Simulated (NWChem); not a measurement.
System: CH$_{2}$ cation, doublet

NWChem input:

```
start job
memory heap 200 mb stack 900 mb global 1100 mb
charge 1
geometry units angstroms noautosym nocenter noautoz
  C     -0.093706    -0.017169     0.000000
  H      0.265847     0.048710    -1.035808
  H      0.265847     0.048710     1.035808
end
basis spherical
  * library iglo-ii
end
dft
  odft
  mult 2
  xc pbe0
  iterations 150
end
property
  hyperfine
end
task dft property
```

Excerpt of the output:

```
             Northwest Computational Chemistry Package (NWChem) 7.3.0
             --------------------------------------------------------

                             Geometry "geometry" -> ""
                             -------------------------

 Output coordinates in angstroms (scale by  1.889725989 to convert to a.u.)

  No.       Tag          Charge          X              Y              Z
 ---- ---------------- ---------- -------------- -------------- --------------
    1 C                    6.0000    -0.09370600    -0.01716900     0.00000000
    2 H                    1.0000     0.26584700     0.04871000    -1.03580800
    3 H                    1.0000     0.26584700     0.04871000     1.03580800

 Effective nuclear repulsion energy (a.u.)       6.0366119838

                              NWChem Property Module
                              ----------------------

  itol2e modified to match energy
  convergence criterion.

                                 NWChem DFT Module
                                 -----------------

 Summary of "ao basis" -> "ao basis" (spherical)
 ------------------------------------------------------------------------------
       Tag                 Description            Shells   Functions and Types
 ---------------- ------------------------------  ------  ---------------------
 C                          iglo-ii                 10       22   5s4p1d
 H                          iglo-ii                  4        6   3s1p

  itol2e modified to match energy
  convergence criterion.

            General Information
            -------------------
          SCF calculation type: DFT
          Wavefunction type:  spin polarized.
          No. of atoms     :     3
          No. of electrons :     7
           Alpha electrons :     4
            Beta electrons :     3
          Charge           :     1
          Spin multiplicity:     2
          Use of symmetry is: off; symmetry adaption is: off
          Maximum number of iterations: 150
          AO basis - number of functions:    34
                     number of shells:    18
          Convergence on energy requested:  1.00D-07
          Convergence on density requested:  1.00D-05
          Convergence on gradient requested:  5.00D-04

              XC Information
              --------------
                         PBE0 Method XC Functional
                     Hartree-Fock (Exact) Exchange  0.250
          PerdewBurkeErnzerhof Exchange Functional  0.750
            Perdew 1991 LDA Correlation Functional  1.000 local
           PerdewBurkeErnz. Correlation Functional  1.000 non-local

[...]

          ----------------------
          Hyperfine Interactions
          ----------------------

 Total Spin Density (Fermi Contact Term)
 ------------------ --------------------
     Atom            x         y         z       Density (a.u.)      Aiso(MHz)     Aiso(Gauss)
     1  13-C     -0.17708  -0.03244   0.00000       0.302949        340.572346     121.524477
     2   1-H      0.50238   0.09205  -1.95739      -0.000549         -2.454378      -0.875782
     3   1-H      0.50238   0.09205   1.95739      -0.000549         -2.454378      -0.875782

           -------------------------------------------
           Anisotropic Interaction (Spin-Dipolar Term)
           -------------------------------------------

 ------------------------------------------------------------
     Atom            x         y         z
 ------------------------------------------------------------
     1  13-C     -0.17708  -0.03244   0.00000

   Spin-Dipolar term (a.u.)
        xx             yy             zz             xy             xz             yz
 ------------------------------------------------------------------------------------------
       1.313201      -0.640687      -0.672514       0.370437       0.000000      -0.000000

   Principal Comp. of -hf- tensor (au)            Anisotropic -hfcc- (MHz)               Anisotropic -hfcc- (Gauss)
 --------------------------------------------------------------------------------------------------------------------------
      1.381074    -0.708561    -0.672514     185.326958   -95.082062   -90.244896      66.129155   -33.927587   -32.201569

   Orientation of the principal axis of Hyperfine Tensor w.r.t absolute (molecular) frame
 --------------------------------------------------------------------------------------------------------------------------
      0.983625    -0.180225     0.000000
      0.180225     0.983625    -0.000000
      0.000000     0.000000     1.000000

 ------------------------------------------------------------
     Atom            x         y         z
 ------------------------------------------------------------
     2   1-H      0.50238   0.09205  -1.95739

   Spin-Dipolar term (a.u.)
        xx             yy             zz             xy             xz             yz
 ------------------------------------------------------------------------------------------
      -0.012772      -0.066626       0.079398       0.010210      -0.023732      -0.004348

   Principal Comp. of -hf- tensor (au)            Anisotropic -hfcc- (MHz)               Anisotropic -hfcc- (Gauss)
 --------------------------------------------------------------------------------------------------------------------------
     -0.016943    -0.068497     0.085440      -9.040202   -36.546600    45.586802      -3.225763   -13.040714    16.266477

   Orientation of the principal axis of Hyperfine Tensor w.r.t absolute (molecular) frame
 --------------------------------------------------------------------------------------------------------------------------
      0.954158    -0.180225    -0.238958
      0.174825     0.983625    -0.043783
      0.242935    -0.000000     0.970042

 ------------------------------------------------------------
     Atom            x         y         z
 ------------------------------------------------------------
     3   1-H      0.50238   0.09205   1.95739

[...]
```

Level: PBE0/IGLO-II, spin-unrestricted, contact and dipolar terms. Coordinates come from a PBE0-D3(BJ)/def2-TZVP, spin-unrestricted optimisation. No stability test was run on the SCF state.
